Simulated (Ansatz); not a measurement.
Lattice constant a (Å) of 24 elemental metals, computed with PBE (PAW; Ansatz, an electronic-structure program) and with r²SCAN in Ansatz (PAW). The set holds measured phases with no doubt noted on the run or the magnetic state but for the caveats below. 20 more of the class have both values but aren't in it, for one of these reasons: built or high-temperature cells, doubts on the run or the magnetic state, unlike cells, values of zero, layered or molecular crystals, cells that aren't cubic. Solids without a value at one level (not run, failed, or a magnetic order lost), or held back for tests, aren't counted.

All rows, in order of the shift (worked out from unrounded values):

| solid | PBE | r²SCAN | shift (%) |
|---|---|---|---|
| fcc Cu | 3.629 | 3.577 | -1.45 |
| fcc Al | 4.040 | 3.992 | -1.19 |
| fcc Ni | 3.519 | 3.478 | -1.17 |
| fcc Ag | 4.147 | 4.104 | -1.05 |
| fcc Pb | 5.040 | 4.994 | -0.93 |
| fcc Pd | 3.943 | 3.908 | -0.88 |
| fcc Au | 4.158 | 4.125 | -0.80 |
| fcc Rh | 3.830 | 3.800 | -0.78 |
| fcc Pt | 3.970 | 3.940 | -0.75 |
| fcc Ir | 3.871 | 3.844 | -0.68 |
| bcc V | 2.997 | 2.982 | -0.48 |
| bcc W | 3.184 | 3.169 | -0.46 |
| bcc Ta | 3.319 | 3.305 | -0.43 |
| bcc Mo | 3.161 | 3.151 | -0.31 |
| bcc Nb | 3.310 | 3.303 | -0.20 |
| bcc Na | 4.197 | 4.223 | +0.63 |
| fcc Ca | 5.526 | 5.568 | +0.75 |
| bcc Ba | 5.021 | 5.070 | +0.98 |
| fcc Sr | 6.030 | 6.101 | +1.18 |
| bcc K | 5.284 | 5.348 | +1.22 |
| bcc Li | 3.435 | 3.477 | +1.23 |
| bcc Fe | 2.831 | 2.866 | +1.24 |
| bcc Rb | 5.670 | 5.747 | +1.36 |
| bcc Cs | 6.162 | 6.273 | +1.80 |

The shift from PBE to r²SCAN has a median of -0.45 %, and eight in ten lie between -1.13 % and +1.24 %; r²SCAN is the larger in 9 of 24.

Ansatz's runs of these crystals have no spin polarisation, but for bcc Fe, fcc Ni. Meta-GGA and hybrid levels favour moments, which can bear on fcc Pd, bcc Fe, bcc V, fcc Pt, fcc Rh, fcc Ni.

Density-functional runs with spin start from parallel moments for bcc Fe, parallel moments for fcc Ni.

Spin–orbit coupling is left out, also for the solids with elements from indium on (bcc Ta, fcc Pt, bcc Ba, bcc W, fcc Ir, bcc Cs, fcc Pb, fcc Au); its size isn't shown.

Ansatz's density-functional and Hartree–Fock values are scalar-relativistic unless marked +SOC, with PAW data made under PBE.
